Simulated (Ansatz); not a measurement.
Seven cases of bond dissociation energy with Al to Br (electronic energies, kcal/mol); geometries: B3LYP-D3(BJ)/def2-TZVP. The cases were drawn at random from those of this class that have a high level and all functionals, leaving out states under which another spin lies or may lie. Left out are anions, K, Ca, elements past Kr, ionisation of Li, Na and Mg, pi-pi* triplets of linear molecules and other triplets made from a closed-shell parent. Runs that doubt their state, and full CI more than 15 mEh from coupled cluster, are set aside; a case stays where another high level and all functionals remain. AFQMC serves as high level only in triple zeta or larger, with a steady walk, a bar under 0.8 kcal/mol and agreement with other high levels or trials where they ran; where none ran, an unstable determinant or (outside 3d species) a high T1 diagnostic also bars it, so strongly correlated cases are thinned. No case was kept or dropped by the size of a functional's miss. High levels with a bar over 0.5 kcal/mol are left out too, and the seventh case lies inside the range of the six. Affinities count positive where energy is released, gaps as the second state minus the first. PBE0 is by Ansatz (a program for electronic structure) in def2-TZVPD. High levels (Ansatz): P = CCSD(T)/CBS(cc-pV(Q+d)Z,cc-pV(5+d)Z) + [CCSDT(Q) - CCSD(T)]/cc-pV(5+d)Z + [CCSDTQ - CCSDT(Q)]/cc-pV(T+d)Z + core + X2C; Q = CCSD(T)/CBS(cc-pV(Q+d)Z,cc-pV(5+d)Z) + [CCSDT(Q) - CCSD(T)]/cc-pV(D+d)Z + core + X2C; R = CCSD(T)/CBS(cc-pV(Q+d)Z,cc-pV(5+d)Z) + [CCSDT(Q) - CCSD(T)]/cc-pV(T+d)Z + core + X2C; S = CCSD(T)/CBS(cc-pV(T+d)Z,cc-pV(Q+d)Z) + [CCSDT(Q) - CCSD(T)]/cc-pV(D+d)Z + core + X2C. Open shells are spin-unrestricted; no spin-orbit coupling. CBS(X,Y): correlation extrapolated as X^-3, Hartree-Fock from the larger set (Q,5: extrapolated as (X+1)exp(-9√X)). A bracket is a step between two methods taken in the basis named. Functionals run without relativity, which enters their misses. 'core' is core correlation in cc-pwCVTZ (1s frozen past Ne), 'X2C' scalar relativity in cc-pVTZ-DK, both at CCSD(T). Where a partner has so few electrons that a lower coupled-cluster level is exact, that level stands in.

```tsv
case	PBE0	level	high level
C2H6S (SMILES CSC) → C2H5S (SMILES S(C)[CH2], doublet) + H (doublet)	96.6	S	101.3
H4SiO (hydroxysilane, SMILES O[SiH3]) → SiH3 (SMILES [SiH3], doublet) + HO (SMILES [OH], doublet)	120.7	R	128.1
BPH4 (SMILES BP) → BPH3 (SMILES [BH]P, doublet) + H (doublet)	103.7	R	108.0
H2S (SMILES S) → HS (SMILES [SH], doublet) + H (doublet)	93.0	P	96.0
SiH3Cl (SMILES [SiH3]Cl) → SiH3 (SMILES [SiH3], doublet) + Cl (doublet)	108.3	R	112.3
C2H8Si (dimethylsilane, SMILES C[SiH2]C) → CH5Si (SMILES [SiH2]C, doublet) + CH3 (SMILES [CH3], doublet)	89.8	Q	94.7
SiHCl3 (SMILES Cl[SiH](Cl)Cl) → SiHCl2 (SMILES [SiH](Cl)Cl, doublet) + Cl (doublet)	108.3	Q	withheld
```

Task: Fit a straight line from PBE0 to the high level over the first six rows by least squares, predict the seventh, and compare with the calculation.

Result: Means: PBE0 102.02, high level 106.73. Sxx = 651.268, Sxy = 709.527, slope 1.0895, intercept -4.41 kcal/mol; residual standard deviation 1.2 kcal/mol. Seventh row: 1.0895·(108.3) -4.41 = 113.6 kcal/mol. The calculation gave 114.0 kcal/mol: the line differs from it by -0.4, PBE0 itself by -5.7.
